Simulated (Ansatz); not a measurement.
## Equilibrium lattice constant a of some cubic simple (sp) metals

Method: HSE06 (Ansatz, an electronic-structure program, PAW). References are measured values corrected to a static lattice.

Values in Å.

```json
[
 {"solid": "bcc Na", "reference": "4.214", "HSE06": "4.225", "error (%)": "+0.26"},
 {"solid": "fcc Ca", "reference": "5.553¶", "HSE06": "5.591", "error (%)": "+0.68"},
 {"solid": "bcc K", "reference": "5.212¶", "HSE06": "5.331", "error (%)": "+2.28"},
 {"solid": "bcc Li", "reference": "3.449¶", "HSE06": "3.463", "error (%)": "+0.41"},
 {"solid": "bcc Cs", "reference": "6.039¶", "HSE06": "6.247", "error (%)": "+3.44"},
 {"solid": "fcc Al", "reference": "4.018", "HSE06": "4.019", "error (%)": "+0.02"},
 {"solid": "fcc Pb", "reference": "4.902¶", "HSE06": "4.998", "error (%)": "+1.96"},
 {"solid": "bcc Rb", "reference": "5.576¶", "HSE06": "5.728", "error (%)": "+2.73"},
 {"solid": "fcc Sr", "reference": "6.045¶", "HSE06": "6.119", "error (%)": "+1.22"},
 {"solid": "bcc Ba", "reference": "4.995¶", "HSE06": "5.123", "error (%)": "+2.56"}
]
```

Over these 10 solids the mean error is +1.56 %, the mean absolute error 1.56 % (median 1.59 %), and the worst case bcc Cs at +3.44 %; the value is above the reference in 10 of 10 cases.

All these references are brought to a static lattice.

Spin–orbit coupling is left out, also for the solids with elements from indium on (bcc Cs, fcc Pb, bcc Ba); its size isn't shown.

¶ marks references of a special kind: fcc Ca, 5.553 Å (measured, low-temperature or extrapolated to 0 K; zero-point anharmonic expansion removed; as tabulated in Csonka et al. (2009), arXiv:0903.4037); bcc K, 5.212 Å (measured, low-temperature or extrapolated to 0 K; zero-point anharmonic expansion removed; as tabulated in Csonka et al. (2009), arXiv:0903.4037); bcc Li, 3.449 Å (measured, low-temperature or extrapolated to 0 K; zero-point anharmonic expansion removed, our sources range from 3.443 to 3.453; as tabulated in Csonka et al. (2009), arXiv:0903.4037); bcc Cs, 6.039 Å (measured, low-temperature or extrapolated to 0 K; zero-point anharmonic expansion removed; as tabulated in Csonka et al. (2009), arXiv:0903.4037); fcc Pb, 4.902 Å (measured, low-temperature or extrapolated to 0 K; zero-point anharmonic expansion removed, our sources range from 4.902 to 4.912; as tabulated in Csonka et al. (2009), arXiv:0903.4037); bcc Rb, 5.576 Å (measured, low-temperature or extrapolated to 0 K; zero-point anharmonic expansion removed; as tabulated in Csonka et al. (2009), arXiv:0903.4037); fcc Sr, 6.045 Å (measured, low-temperature or extrapolated to 0 K; zero-point anharmonic expansion removed; as tabulated in Csonka et al. (2009), arXiv:0903.4037); bcc Ba, 4.995 Å (measured, low-temperature or extrapolated to 0 K; zero-point anharmonic expansion removed, our sources range from 4.995 to 5.004; as tabulated in Csonka et al. (2009), arXiv:0903.4037).

Exact exchange on metals is sensitive to the k mesh.

Differences are worked out from the printed values.

Ansatz's density-functional and Hartree–Fock values are scalar-relativistic unless marked +SOC, with PAW data made under PBE.

Not in this set, of the simple (sp) metals with a reference value in our tables and a result at some level: 7 for a reference at room or unstated temperature. These can be a level's best or worst cases. Solids without a released value at any level aren't counted. Layered and molecular crystals are counted apart. The metals Ce to Yb are counted apart.

References as tabulated in Csonka et al. (2009), arXiv:0903.4037; Mejia-Rodriguez and Trickey (2018), arXiv:1807.09216.
